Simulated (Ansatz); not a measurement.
**Al₂BH (singlet): from a generated start to a stationary point**

Where does this start of Al₂BH (singlet) end when it is relaxed?

Method: RKS PBE0/def2-TZVP; program: Ansatz 0.2.0, Gaussian basis.

## Step 1: Where the work starts

4 atoms, charge 0, spin multiplicity 1.

Atoms are counted from 1 here; the program's logs count them from 0.

Bond lengths: Al1–B2 2.003 Å, Al1–Al3 2.732 Å, B2–Al3 1.982 Å, Al3–H4 1.694 Å. Angles: B2–Al1–Al3 46.4°, Al1–B2–Al3 86.5°, Al1–Al3–B2 47.0°, Al1–Al3–H4 143.7°, B2–Al3–H4 169.3°.

As a file:

```csv
atom,x (Å),y (Å),z (Å)
Al1,-1.1435,-0.8551,-0.0103
B2,-0.5985,1.0723,0.0126
Al3,1.2731,0.4191,0.0052
H4,2.9490,0.1687,0.0025
```

The start was built by rule and, where that kept it together, relaxed with GFN2-xTB. Sticks and bond lists go by distance. 

## Step 2: The run

Input file in.yaml:

```yaml
crystal:
  periodic: [false, false, false]
  atoms:
    - {symbol: Al, position_ang: [-1.143460, -0.855112, -0.010294]}
    - {symbol: B, position_ang: [-0.598509, 1.072323, 0.012580]}
    - {symbol: Al, position_ang: [1.273107, 0.419148, 0.005161]}
    - {symbol: H, position_ang: [2.948989, 0.168728, 0.002472]}
basis:
  gaussian: {orbitals: def2-TZVP}
hamiltonian: {xc: pbe0}
relax: {f_tol: 0.004, max_steps: 80}
```

Launch:

```bash
$ ansatz run in.yaml --threads 1 --pin off --events-out ev --progress --plain --max-ram 2176MiB
```

Q: Predict the outcome of this session. Wanted: energy gained; shift from the start; total energy; dipole moment.

As calculated:

```
                  quantity           value
                     steps               5
             energy gained        0.253 eV
shift from the start (rms)         0.133 Å
              total energy  -13875.3069 eV
             dipole moment          2.06 D
```

The bonds of the start are those of the end. Al1–Al3 went from 2.732 to 2.537 Å. No vibrations were run, so this is a stationary point, not a proven minimum, and this spin need not be the ground state's.
